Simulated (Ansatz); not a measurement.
# BSi2: the cost of one run

Method: def2-TZVPP, core rule «outside noble gas», up to 11 orbitals frozen; program: Ansatz 0.2.0, Gaussian basis.

Plan: UHF; ROHF; CCSD(T) on UHF.

2 further runs of the same task are left out: 2 set aside as unsound or not needed.

## 1. The geometry

The geometry is a PBE0/def2-TZVP stationary point (not a proven minimum).

3 atoms, charge 0, spin multiplicity 2.

Atoms are counted from 1 here; the program's logs count them from 0.

Bond lengths: Si1–B2 1.872 Å, B2–Si3 1.872 Å. Angles: Si1–B2–Si3 180.0°.

## 2. UHF

in.yaml

```yaml
crystal:
  periodic: [false, false, false]
  atoms:
    - {symbol: Si, position_ang: [0.000000, 0.000000, 1.872200]}
    - {symbol: B, position_ang: [0.000000, 0.000000, 0.000000]}
    - {symbol: Si, position_ang: [0.000000, 0.000000, -1.872200]}
basis:
  gaussian: {orbitals: def2-TZVPP}
magnetization: {spin_polarized: true, initial_magnetization: 1}
hamiltonian: {xc: hf}
output: {orbitals: {seedname: orbitals}}
```

On the command line:

```
> ansatz run in.yaml --threads 1 --pin off --events-out ev --progress --plain --max-ram 4096MiB --backend cpu
```

What time and memory should one allow on 1 thread of AMD EPYC 7R13, shared host?

About 26 s, with a peak of 0.32 GiB.
